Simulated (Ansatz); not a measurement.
System: hcp Co. Method: PBE (Ansatz, a quantum-chemistry and plane-wave program, plane waves, PAW).

Numerical settings: plane-wave cutoff 520 eV, 30×30×16 k mesh (along the axes of the cell as run), Fermi–Dirac smearing 0.04 eV (set by the program), spin-polarised with parallel moments, scalar-relativistic PAW data made under PBE.

Computed at the level's own relaxed cell.

Hill averages of the elastic tensor: K = 211.8 GPa, G = 103.5 GPa. Volume 10.862 Å³/atom, mean atomic mass 58.933 u.

Problem. Work out the density, the sound velocities of a polycrystal and the elastic Debye temperature, and Pugh's ratio at this level.

Solution. ρ = 1.66054 × 58.933/10.862 = 9.009 g/cm³. v_l = √[(K + 4G/3)/ρ] = 6.231 km/s and v_t = √(G/ρ) = 3.389 km/s. The mean follows from 3/v_m³ = 1/v_l³ + 2/v_t³: v_m = 3.781 km/s. Θ_D = (ħ/k_B) v_m (6π²/V)^(1/3) = 76.38 K Å s/km × 3.781 × 1.7600 Å⁻¹ = 508 K, counting all atoms of the cell. K/G = 2.05, to be set beside Pugh's rough bound of 1.75 between brittle and ductile metals.
